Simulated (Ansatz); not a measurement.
Relaxation of CH$_{4}$N$_{2}$S (8 atoms, charge 0, multiplicity 1), to a largest force component of 0.015 eV/Å in at most 40 steps.

Theory: RKS B3LYP/cc-pVDZ (Ansatz 0.2.0).

```xyz
8
Properties=species:S:1:pos:R:3
N 0.094 1.124 -0.351
C -0.199 -0.193 -0.345
N -0.803 -0.700 -1.439
S 0.164 -1.144 0.951
H -0.123 1.650 -1.179
H 0.575 1.575 0.407
H -1.001 -1.684 -1.453
H -1.007 -0.144 -2.252
```

Task: Where does it end, and by what steps?

Result: The run converged. After 8 steps the energy has fallen by 0.102 eV; H8 moved furthest, 0.25 Å.

| step | energy less start (eV) | largest force component (eV/Å) | accepted |
| --- | --- | --- | --- |
| 0 | 0.0000 | 1.142 | yes |
| 1 | -0.0565 | 0.525 | yes |
| 2 | -0.0708 | 0.181 | yes |
| 3 | -0.0714 | 0.192 | yes |
| 4 | -0.0732 | 0.423 | yes |
| 5 | -0.0743 | 0.533 | yes |
| 6 | -0.1013 | 0.119 | yes |
| 7 | -0.1022 | 0.129 | yes |
| 8 | -0.1025 | 0.005 | yes |

```xyz
8
Properties=species:S:1:pos:R:3
N -0.035 1.168 -0.355
C -0.190 -0.193 -0.352
N -0.667 -0.716 -1.524
S 0.176 -1.142 0.980
H 0.117 1.640 -1.242
H 0.490 1.535 0.430
H -0.960 -1.684 -1.466
H -1.230 -0.124 -2.130
```

Whether the end is a true minimum wasn't checked by a vibrational analysis.

Time of the run: 31 s on 1 thread of Arm Neoverse V1, on a shared host, peak memory 0.15 GiB.
